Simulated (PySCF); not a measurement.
Molecule: `InChI=1S/C2H3Cl3/c1-2(3,4)5/h1H3`.

Molfile (atoms numbered from 1):
```
C2H3Cl3
     RDKit          3D

  8  7  0  0  0  0  0  0  0  0999 V2000
    0.4804   -0.1608    0.6818 C   0  0  0  0  0  0  0  0  0  0  0  0
   -0.3461    0.1065   -0.5526 C   0  0  0  0  0  0  0  0  0  0  0  0
    0.3847   -0.7041   -1.9617 Cl  0  0  0  0  0  0  0  0  0  0  0  0
   -0.4197    1.8594   -0.8680 Cl  0  0  0  0  0  0  0  0  0  0  0  0
   -2.0016   -0.5104   -0.3237 Cl  0  0  0  0  0  0  0  0  0  0  0  0
    0.5239   -1.2436    0.8644 H   0  0  0  0  0  0  0  0  0  0  0  0
    0.0199    0.3393    1.5446 H   0  0  0  0  0  0  0  0  0  0  0  0
    1.4966    0.2280    0.5315 H   0  0  0  0  0  0  0  0  0  0  0  0
  1  2  1  0
  2  3  1  0
  2  4  1  0
  2  5  1  0
  1  6  1  0
  1  7  1  0
  1  8  1  0
M  END
```

Geometry PBE0-D3(BJ)/def2-SVP throughout; GIAO in PySCF 2.14, gas phase, one conformer, non-relativistic; equivalent atoms averaged; functional PBE0.

For orientation, pcSseg-0 gives these absolute shieldings σ: C2 68.0, C1 144.4, Cl3/Cl4/Cl5 495.9, H6/H7/H8 30.09 ppm.

A run gave: C2 84.7, C1 149.9, Cl3/Cl4/Cl5 501.3, H6/H7/H8 29.60 ppm (absolute shieldings σ).

Question: Which basis set was used in that run?
A. 6-31G*
B. cc-pVDZ
C. 6-311+G(2d,p)
D. pcSseg-1
E. IGLO-III

Answer: A. Cl3/Cl4/Cl5 tells them apart best: 6-31G* gives 501.3, IGLO-III gives 459.5, 6-311+G(2d,p) gives 463.8, cc-pVDZ gives 532.5, pcSseg-1 gives 459.8 ppm.
